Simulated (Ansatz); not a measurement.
**Al2H (sextet): the correlation ladder, 6-31G**

How much of the correlation energy of Al2H (sextet) does each wave-function method recover here?

The runs use Ansatz 0.2.0, Gaussian basis; 6-31G, core rule «outside noble gas», up to 10 orbitals frozen.

The runs, in order: UHF; CCSD(T) on ROHF; CCSD(T) on UHF; BCCD(T) on ROHF; CISD; CCSDT(Q) on ROHF; CCSDT(Q) on UHF; CISDTQ; CCSDTQ on ROHF; CCSDTQ on UHF; CASSCF and MRCISD+Q, 7 electrons in 9 orbitals; CASSCF and NEVPT2, 7 electrons in 9 orbitals; Full CI.

22 further runs of the same task are left out: 9 that didn't finish, 13 set aside as unsound or not needed.

## Step 1: The system

The geometry is a PBE0/def2-TZVP stationary point (not a proven minimum) of the parent state, kept for this charge and spin.

3 atoms, charge 0, spin multiplicity 6.

Atoms are counted from 1 here; the program's logs count them from 0.

Bond lengths: Al1–Al2 2.360 Å, Al1–H3 1.583 Å. Angles: Al2–Al1–H3 180.0°.

As a file:

```csv
atom,x (Å),y (Å),z (Å)
Al1,0.0000,0.0000,0.2591
Al2,0.0000,0.0000,-2.1014
H3,0.0000,0.0000,1.8423
```

## Step 2: UHF

File in.yaml:

```yaml
crystal:
  periodic: [false, false, false]
  atoms:
    - {symbol: Al, position_ang: [0.000000, 0.000000, 0.259056]}
    - {symbol: Al, position_ang: [0.000000, 0.000000, -2.101360]}
    - {symbol: H, position_ang: [0.000000, 0.000000, 1.842303]}
basis:
  gaussian: {orbitals: 6-31G}
magnetization: {spin_polarized: true, initial_magnetization: 5}
hamiltonian: {xc: hf}
output: {orbitals: {seedname: orbitals}}
```

On the command line:

```
$ ansatz run in.yaml --threads 1 --pin off --events-out ev --progress --plain --max-ram 2393MiB
```

Further steps of the session: CCSD(T) on ROHF; CCSD(T) on UHF; BCCD(T) on ROHF; CISD; CCSDT(Q) on ROHF; CCSDT(Q) on UHF; CISDTQ; CCSDTQ on ROHF; CCSDTQ on UHF; CASSCF and MRCISD+Q, 7 electrons in 9 orbitals; CASSCF and NEVPT2, 7 electrons in 9 orbitals; Full CI.

**Question.** What will the summary of the whole plan be? Wanted: FCI below the RHF energy; RMP2 from FCI; UMP2 from FCI; RCCSD from FCI; RCCSD(T) from FCI; UCCSD(T) from FCI; RCCSDT(Q) from FCI; UCCSDT(Q) from FCI; NEVPT2 valence from FCI.

**Answer**, as computed:

| quantity | value |
| --- | --- |
| FCI below the RHF energy | -1.2606 eV |
| RMP2 from FCI | +548.7 meV |
| UMP2 from FCI | +546.9 meV |
| RCCSD from FCI | +62.6 meV |
| RCCSD(T) from FCI | +30.2 meV |
| UCCSD(T) from FCI | +29.9 meV |
| RCCSDT(Q) from FCI | +0.2 meV |
| UCCSDT(Q) from FCI | -0.2 meV |
| NEVPT2 valence from FCI | +142.8 meV |
| MRCISD+Q valence from FCI | +10.1 meV |
| levels within 1 kcal/mol (43 meV) | RCCSD(T), UCCSD(T), BCCD(T), RCCSDT, UCCSDT, CISDTQ, RCCSDT(Q), UCCSDT(Q), RCCSDTQ, UCCSDTQ, MRCISD valence, MRCISD+Q valence |
| T1 diagnostic | 0.047 |
| effectively unpaired electrons | 5.04 |

**Reading.** RCCSD(T) lands +30.2 meV from the yardstick (2.4 % of the correlation energy). The occupations are near whole numbers, but T1 = 0.047 shows that the orbitals relax strongly. Of the multireference levels listed MRCISD+Q valence comes nearest in total energy (+10.1 meV), which doesn't show that its space is the better one. These misses are within one basis, not against nature; the frozen cores of restricted and unrestricted runs differ, which can shift their rows.
